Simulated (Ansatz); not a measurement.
Take a crystal in which Zr has been replaced by Hf on all its sites, with the cell rescaled by a rough guess (in some cases also distorted within its space group) and nothing relaxed:

```
Hf Sc
1.0
     3.12639    0.00000    0.00000
    -1.56319    2.70753    0.00000
     0.00000    0.00000    5.06397
Hf Sc
1 1
Direct
  0.66667 0.33333 0.00000
  0.00000 0.00000 0.50000
```

These are results of DFT PBEsol, scalar-relativistic, plane waves, PAW in Ansatz 0.2.0, not measurements.

Cutoff 420 eV; k points 15×15×8 on the computed 2-atom cell (Γ-centred); Gaussian smearing, width 0.10 eV; no spin polarisation.

Will this cell want to expand or contract, and how hard?

The pressure is 3.4 GPa (positive in compression), so the cell would expand.

Is it a metal on this mesh?

Yes, a band crosses the Fermi level.

What is its energy against the elements in their standard states?

+0.026 eV/atom at this unrelaxed geometry, with the elements in the same functional.

Spin-orbit coupling is left out, which matters for the bands of heavy elements.